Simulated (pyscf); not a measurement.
Single points on ωB97X-D3(BJ)/def2-SVP structures (PySCF, gas phase).

Problem. Estimate the classical barrier height and the reaction energy of •H₂C–Br (SMILES [CH2]Br) + CH₄ (SMILES C) → H₃C–Br (SMILES CBr) + CH₃• (SMILES [CH3]) at ωB97M-D3(BJ)/def2-TZVP. The step runs on the doublet surface, breaks C–H and forms C–H; take the separated reactants as zero.

Solution. ΔE‡ = 18.8 kcal/mol, ΔE = +4.7 kcal/mol. Zero-point energy shifts the barrier by -0.7 kcal/mol. It is a hydrogen abstraction, with an imaginary mode of 1832i cm⁻¹. This is the saddle that the search found; another between the same sides may lie lower. The angle at the transferred H is 177°. Elements up to Kr have no core potential and no relativistic terms here.
